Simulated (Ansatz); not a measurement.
A run of Ansatz (development build ahead of 0.2.0) on singlet BH3 at this shape:

```xyz
4

B     0.0078    0.0033    0.0053
H     1.2005    0.0045   -0.0065
H    -0.6064    1.0543   -0.0012
H    -0.5949   -1.0489    0.0038
```

Its results:

```json
{
  "Converged": "yes",
  "Reference energy": "-26.39954 hartree",
  "Correlation energy": "-0.10601 hartree",
  "Total energy": "-26.50555 hartree",
  "Spin squared of the determinant": "0.000"
}
```

Problem. Which input gives this output? Name the method, the orbitals and the basis set, and write the input.

Solution. RHF-MP2 in def2-TZVP. An unrestricted run that stays on the closed shell gives the same numbers.

```yaml
crystal:
  periodic: [false, false, false]
  atoms:
    - { symbol: B, position_ang: [0.00783, 0.0033, 0.00527] }
    - { symbol: H, position_ang: [1.20047, 0.00453, -0.00653] }
    - { symbol: H, position_ang: [-0.60638, 1.05432, -0.00117] }
    - { symbol: H, position_ang: [-0.59495, -1.04894, 0.00379] }
basis:
  gaussian: { orbitals: def2-TZVP }
hamiltonian:
  xc: hf
correlation:
  method: mp2
  frozen_orbitals: { B: 1, H: 0 }
```
